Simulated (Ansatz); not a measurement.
System: bcc Cs. Method: rVV10 (PAW; Ansatz, a program for electronic structure).

Run with plane-wave cutoff 520 eV, 14×14×14 k mesh, Fermi–Dirac smearing 0.05 eV, scalar-relativistic PAW data made under PBE.

The volume scan:

```csv
V (Å³/atom),E − E_lowest (meV/atom)
94.192,3.01
96.196,1.30
98.200,0.31
100.204,0.00
102.209,0.30
104.213,1.17
106.217,2.56
```

Q: Estimate the bulk modulus and its pressure derivative from these points.

A: V0 = 100.190 Å³/atom, B0 = 2.46 GPa, B′ = 3.3 (fit to the energies at full precision).

Measured, for comparison: bulk modulus 2.11 GPa (corrected for temperature and zero-point phonon effects, our sources range from 2.11 to 2.35; as tabulated in Levämäki et al. (2014), arXiv:1402.3671); equilibrium volume per atom 110.12 Å³/atom (low-temperature or extrapolated to 0 K; zero-point anharmonic expansion removed; as tabulated in Csonka et al. (2009), arXiv:0903.4037). Computed (rounded) less measured: bulk modulus +17 % (+5 % to +17 % over the range), equilibrium volume per atom -9.0 %.

Spin–orbit coupling is not included.

Static lattice: no zero-point or thermal effects.

It cost around 2.2 core-minutes (rough) of CPU time.
